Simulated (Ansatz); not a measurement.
The first iterations of a band of H$_{5}$NSi (7 atoms, charge 0, multiplicity 1).

Computed with RKS PBE-D4/def2-SVP in Ansatz 0.2.0.

| Property | Result |
| --- | --- |
| movable images | 7 |
| climbing image | yes |
| spring | 5.0 eV/Å² |
| optimiser | quadratic models (default) |
| start path | through a guess of the saddle point |
| force threshold | 0.05 eV/Å |
| iteration limit | 60 |
| end points | relaxed |

Initial state:

```xyz
7
Properties=species:S:1:pos:R:3
Si 0.166 0.067 0.107
H 0.149 0.060 1.623
H 1.609 0.121 -0.315
N -0.669 1.374 -0.699
H -1.688 1.414 -0.607
H -0.283 2.317 -0.597
H -0.461 -1.224 -0.344
```

Final state:

```xyz
7
Properties=species:S:1:pos:R:3
Si 0.188 0.174 -1.058
H 1.202 -0.426 1.842
H 1.607 -0.190 1.227
N -0.905 1.504 -0.850
H -1.836 1.478 -0.423
H -0.658 2.452 -1.150
H -0.775 -0.863 -0.420
```

| iteration | highest image above the first end (eV) | largest band force component (eV/Å) |
| --- | --- | --- |
| 1 | 3.925 | 3.688 |
| 2 | 2.860 | 2.495 |
| 3 | 2.650 | 2.304 |
| 4 | 2.434 | 1.323 |
| 5 | 2.273 | 1.081 |

**Question.** Does the band converge within its limit, and where does its top end?

**Answer.** The forces met the threshold. It ended after 15 iterations with the highest image 2.356 eV above the first end. A vibrational analysis at the climbing image gives one clearly imaginary mode, 1097i cm⁻¹: a first-order saddle point. The orbitals stay closed-shell, which can raise the energy where a bond breaks towards radicals; this wasn't checked here.

Time of the run: 110 s on 1 thread of Arm Neoverse V1, with other jobs on the host, peak memory 0.1 GiB.
